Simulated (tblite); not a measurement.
Species: C₅H₁₁N.
SMILES with atom numbers: `[CH3:1]/[CH:2]=[N:3]/[CH:4]([CH3:5])[CH3:6]` (hydrogens: H7, H8, H9 on C1; H10 on C2; H11 on C4; H12, H13, H14 on C5; H15, H16, H17 on C6)

A start from a force field or distance geometry was refined with tblite, GFN2-xTB geometry optimisation, gas phase. Values at the start:

```tsv
coordinate	start
C1–C2	1.513 Å
C1–H7	1.088 Å
C2=N3	1.286 Å
C2–H10	1.090 Å
N3–C4	1.483 Å
C4–C5	1.540 Å
C4–H11	1.094 Å
C5–H12	1.090 Å
C1–C2–N3	119.4°
C2–N3–C4	113.6°
N3–C4–C5	106.9°
C5–C4–C6	110.5°
C2–N3–C4–C5	147°
```

How do these coordinates change at the GFN2-xTB level?

```tsv
coordinate	GFN2-xTB (Å or °)	change
N3–C4	1.436	-0.047
C2=N3	1.252	-0.034
C1–C2	1.487	-0.026
C2–H10	1.104	+0.014
C4–H11	1.108	+0.014
C4–C5	1.529	-0.011
C5–H12	1.086	-0.004
C1–H7	1.086	-0.002
C2–N3–C4	120.9	+7.3
C1–C2–N3	121.6	+2.2
N3–C4–C5	108.0	+1.1
C5–C4–C6	110.7	+0.2
C2–N3–C4–C5	120	-27
```

The energy falls by 0.162 eV over 79 L-BFGS steps, the largest force on an atom goes from 2.67 to 0.009 eV/Å, and the atoms move by 0.263 Å rms after alignment. The bond that changes most is N3–C4 (imine nitrogen to sp3 carbon bound to nitrogen), which shortens by 0.047 Å. Bonds longer at the end by more than 0.005 Å: 4 of 16; shorter: 8. Among the dihedrals that turn most is C2–N3–C4–H11, from 29° to 0°. Rotational constants go from 7213, 1898, 1638 to 7222, 1911, 1657 MHz.

Its GFN2-xTB frequencies are all real (lowest 71 cm⁻¹). The numbers are those of one conformer.

These are computed values.
